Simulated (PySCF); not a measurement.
C₅H₈N (doublet state).
Z-matrix (Å and degrees, GFN2-xTB geometry), rows numbered from 1:
```
C 
N   1  1.2534
C   2  1.4459  1  120.08
C   3  1.4768  2  107.55  1    93.73
C   4  1.4627  3  133.62  2    49.16
C   4  1.4640  3  132.99  2   -42.02
H   1  1.0954  2  124.82  3     4.09
H   1  1.0802  2  118.18  3  -176.21
H   3  1.1022  2  111.88  1   -26.70
H   3  1.0932  2  107.55  1  -147.46
H   5  1.0839  4  118.90  6   108.78
H   5  1.0820  4  119.10  6  -105.86
H   6  1.0820  4  119.01  5   106.04
H   6  1.0861  4  119.44  5  -108.49
```

The hyperfine couplings belong to this conformer and change with its torsions.

As a line formula: `C=NC[C]1CC1` [radical].

The calculation used PySCF, UKS B3LYP, pcH-1 on C H N, non-relativistic, mean-field spin-orbit, GIAO. Isolated species at its GFN2-xTB geometry (one conformer only). The geometry wasn't refined by DFT: couplings that depend on bond lengths, twists or pyramidal angles can differ widely from those at the functional's own minimum. No stability test was run, so a lower SCF solution isn't excluded.

**Question.** What is the g tensor, term by term?

**Answer.** 
```json
{"Δg (ppm)": "relativistic mass correction", "1": "-150", "2": "-150", "3": "-150"}
{"Δg (ppm)": "gauge correction", "1": "13", "2": "19", "3": "17"}
{"Δg (ppm)": "orbital Zeeman/spin–orbit", "1": "-82", "2": "520", "3": "941"}
{"Δg (ppm)": "total", "1": "-219", "2": "389", "3": "808"}
```

So g = 2.00210, 2.00271, 2.00313 and g_iso = 2.00265; the tensor is rhombic: the two nearest values differ by 41 % of g3 − g1. Axes: g3 points within 4° of the C3–C4 bond.

**Question.** What are the electron Larmor frequencies g μB B/h along the three axes at 1200 mT?

**Answer.** 33.6263, 33.6365, 33.6435 GHz for g1, g2 and g3, a range of 17.2 MHz.

**Question.** What effective moment and Curie constant follow for a powder?

**Answer.** With the mean of g² = 4.0106 and S(S+1) = 0.75: μ_eff = √(⟨g²⟩S(S+1)) = 1.734 μB and χT = 0.12505·⟨g²⟩·S(S+1) = 0.376 cm³ K/mol (cgs; spin-Hamiltonian part alone).

**Question.** At 9.686 GHz, how far is the centre of the isotropic spectrum from where a free electron (g = 2.002319) resonates?

**Answer.** B = hν/(g μB) with μB/h = 13.99624 MHz/mT gives 345.62 mT for the free electron and 345.56 mT at g_iso, 0.06 mT lower.

**Question.** In a frozen sample, at which fields do the three g values resonate at 9.5, 34, 94 and 263 GHz (hyperfine left aside), and which band first spreads them over more than twice a line width of 0.3 mT?

**Answer.** 
```
band    GHz  B(g3) mT  B(g2) mT  B(g1) mT  spread mT
   X    9.5    338.85    338.92    339.02       0.17
   Q   34.0   1212.72   1212.97   1213.34       0.62
   W   94.0   3352.80   3353.50   3354.52       1.72
   J  263.0   9380.71   9382.67   9385.52       4.81
```

The spread grows in proportion to the frequency. Q band is the first where it exceeds 0.6 mT.

The largest Mulliken spin population is on C4 (+0.93). The angles at C4 add up to 329.3°, so it is pyramidal.

The HOMO–LUMO gaps are 5.22 eV among the α and 4.95 eV among the β orbitals.
